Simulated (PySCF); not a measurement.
Molecule: `C=N/C=N\C=C`, C4H6N2.

Bonds (- single, = double, # triple, : aromatic): C1=C2 1.339 Å, C2-N3 1.390 Å, N3=C4 1.275 Å, C4-N5 1.388 Å, N5=C6 1.262 Å. C1 carries H7, H8; C2 carries H9; C4 carries H10; C6 carries H11, H12. Stereochemistry as in C=C/N=C\N=C. H11 is cis to C4; H8 is cis to N3; H12 is trans to C4; H7 is trans to N3.

Geometry PBE0-D3(BJ)/def2-SVP throughout; GIAO in PySCF 2.14, gas phase, one conformer, non-relativistic; equivalent atoms averaged; functional PBE0.

For orientation, def2-SVP gives these shifts δ (against TMS at the same level): C6 150.1, C2 135.9, C4 149.0, C1 116.1, H10 7.51, H11 7.23, H8 5.52, H9 6.56, H7 4.99 ppm.

A run gave: C6 157.7, C2 143.3, C4 157.2, C1 119.6, H10 7.87, H11 7.64, H8 5.65, H9 7.11, H7 5.06 ppm (shifts δ (against TMS at the same level)).

Which basis set was used in that run?
A. 6-31G
B. 6-311+G(2d,p)
C. aug-cc-pVDZ
D. IGLO-III
E. cc-pVDZ

Answers

B. C6 tells them apart best: 6-311+G(2d,p) gives 157.7, cc-pVDZ gives 150.4, 6-31G gives 149.1, IGLO-III gives 162.6, aug-cc-pVDZ gives 152.6 ppm.
